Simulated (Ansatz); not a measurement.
C₃H₆F₂ (`CC(F)CF`), relaxed with RKS PBE0-D4/def2-TZVP in the Gaussian-basis code of Ansatz from a PBE-D4/def2-SVP geometry. The force threshold is 0.005 eV/Å; the program also tests the step.

Charge 0, multiplicity 1.

Start:

```xyz
11

C    -1.188   -0.281   -0.439
C    -0.038   -0.250    0.547
F     0.372   -1.551    0.852
C     1.197    0.478    0.016
F     0.880    1.800   -0.252
H    -1.476    0.755   -0.704
H    -0.887   -0.812   -1.365
H    -2.066   -0.796   -0.004
H    -0.357    0.237    1.497
H     2.013    0.437    0.770
H     1.550   -0.014   -0.918
```

(1) By how much does the energy fall, and how many steps does the optimiser take? (An estimate is asked.)

(2) Which bonds change most? (An estimate is asked.)

(3) Give the relaxed structure. (An estimate is asked.)

## Answers

(1) Ansatz gave: 1.00 kcal/mol, in 5 steps.

(2) Ansatz gave: C4–H11 from 1.114 to 1.094 Å; C4–H10 from 1.112 to 1.093 Å; C2–H9 from 1.115 to 1.096 Å; C1–H7 from 1.109 to 1.092 Å.

(3) Computed: 
```xyz
11

C    -1.177   -0.285   -0.440
C    -0.043   -0.236    0.545
F     0.356   -1.529    0.863
C     1.191    0.466    0.015
F     0.896    1.795   -0.212
H    -1.473    0.730   -0.713
H    -0.873   -0.815   -1.345
H    -2.039   -0.795   -0.007
H    -0.356    0.245    1.478
H     2.003    0.408    0.744
H     1.514    0.014   -0.928
```
